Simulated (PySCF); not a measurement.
## Nonlinear optical response: 3-butenal (SMILES C(=C)CC=O)

Cartesian coordinates in Å; atom numbers follow the order of the lines, from 1:
```xyz
11

C    -1.756    0.446    0.244
C    -0.658   -0.236    0.540
C     0.439   -0.546   -0.428
C     1.643    0.320   -0.143
O     2.720   -0.093    0.181
H    -1.949    0.804   -0.762
H    -2.506    0.663    0.995
H    -0.500   -0.577    1.561
H     0.105   -0.323   -1.448
H     0.748   -1.592   -0.372
H     1.454    1.411   -0.241
```

Method: quadratic response CAM-B3LYP/def2-TZVPD first hyperpolarisability, Taylor convention, gas phase in PySCF. Geometry: PBE0-D3(BJ)/def2-TZVP.

**Question.** What is the first hyperpolarisability, and how does it disperse?

**Answer.** In au, Taylor convention; the vector part is βᵢ = ⅓ Σⱼ (βᵢⱼⱼ + βⱼᵢⱼ + βⱼⱼᵢ); β∥ is 3/5 of the vector part along the dipole, the dipole points from − to +:
```csv
process,λ (nm),β vector norm,β∥,β HRS,depolarisation ratio
"static β(0;0,0)",∞,116.0,-63.5,42.7,8.60
"second harmonic β(−2ω;ω,ω)",1907,119.8,-65.4,44.0,8.59
"Pockels β(−ω;ω,0)",1907,117.2,-64.1,–,–
"second harmonic β(−2ω;ω,ω)",1064,128.8,-69.9,47.4,8.55
"Pockels β(−ω;ω,0)",1064,120.0,-65.5,–,–
```

**Question.** Which lowest excitations, dipole and polarisabilities go with it?

**Answer.** S1 4.24 eV (f = 0.003); S2 6.57 eV (f = 0.152); S3 6.98 eV (f = 0.004); dipole 2.81 D; isotropic α 53.9 au static, 54.1 au at 1907 nm, 54.5 au at 1064 nm, 54.6 au at 953.5 nm, 56.2 au at 532 nm.
